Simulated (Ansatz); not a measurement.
## Relaxing Re2Au

Theory: DFT PBE, scalar-relativistic, plane waves, PAW (Ansatz). Cutoff 420 eV, Γ-centred k mesh, Gaussian smearing, no spin polarisation in the final step.

The start puts Re2Au on the 2H molybdenite structure type (P6_3/mmc, No. 194), with Au in place of Mo, Re in place of S, at a guessed volume.

```xyz
6
Lattice="2.9734 0.0000 0.0000 -1.4867 2.5750 0.0000 0.0000 0.0000 11.5651" Properties=species:S:1:pos:R:3 pbc="T T T"
Re    0.0000    1.7167    7.2571
Re    1.4867    0.8583    1.4746
Re    0.0000    1.7167   10.0906
Re    1.4867    0.8583    4.3080
Au    0.0000    1.7167    2.8913
Au    1.4867    0.8583    8.6738
```

Steps on the 6×6×2 mesh (6 atoms). 10 of 14 steps are shown, and the free energy counts from the last. Trial steps that were taken back and renewals of the plane-wave basis can be among the rows.

```
step  ΔF (meV/atom) V (Å³/atom) P (GPa) largest force component (eV/Å)
   1         4612.0        14.76   147.29                          19.242
   2         1939.7        16.59    28.50                           9.193
   3          818.8        16.22     3.56                           6.269
   5           90.5        15.71     2.13                           0.086
   6           17.7        15.70     0.91                           0.204
   7           12.3        15.71     0.07                           0.271
   8           11.5        15.81    -1.28                           0.003
   9           11.1        15.72     0.42                           0.064
  12            0.1        15.80     0.22                           0.000
  14            0.0        15.82    -0.07                           0.003
```

A final relaxation ran on a 18×18×4 mesh. The relaxed crystal, P6_3/mmc (No. 194):

```
Re Au
1.0
     2.81762    0.00000    0.00000
    -1.40881    2.44013    0.00000
     0.00000    0.00000   13.81787
Re Au
4 2
Direct
  0.33333 0.66667 0.57426
  0.66667 0.33333 0.07426
  0.33333 0.66667 0.92574
  0.66667 0.33333 0.42574
  0.33333 0.66667 0.25000
  0.66667 0.33333 0.75000
```

For Re2Au, the volume per atom is 15.83 Å³ and the density is 19.90 g/cm³. The energy over the elements is 0.17 eV/atom. The gap on the 18×18×4 mesh is 0 eV (a metal).

The zero of energy is the elements' standard structures at the same level; no fitted shifts are applied.

The final run used a 18×18×4 mesh on its 6-atom cell and 0.10 eV smearing. The k mesh leaves about 4 meV/atom of noise in metals. Spin–orbit coupling is left out.

A structure relaxed within its symmetry needn't be a true minimum.

Cost: 3 runs of about 4.8 core-minutes in all, on Arm Neoverse V1 (shared hosts).